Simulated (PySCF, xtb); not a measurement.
chloroform cation (CHCl3), SMILES ClC(Cl)Cl (connectivity only; charge and spin as stated), charge +1, multiplicity 2.

Harmonic wavenumbers (cm⁻¹) from GFN2-xTB run with xtb at its own minimum, in rising order: 225, 226, 348, 555, 619, 619, 931, 932, 2648.

Question: What does PBE-D3(BJ)/def2-SVP (PySCF) give at its own minimum? (An estimate is asked for; the answer gives what the named calculation found.)

Answer: 260, 260, 400, 554, 710, 710, 904, 904, 2639. Paired by order, the mean absolute difference is 41 cm⁻¹ and the zero-point energies are 10.2 and 10.5 kcal/mol.
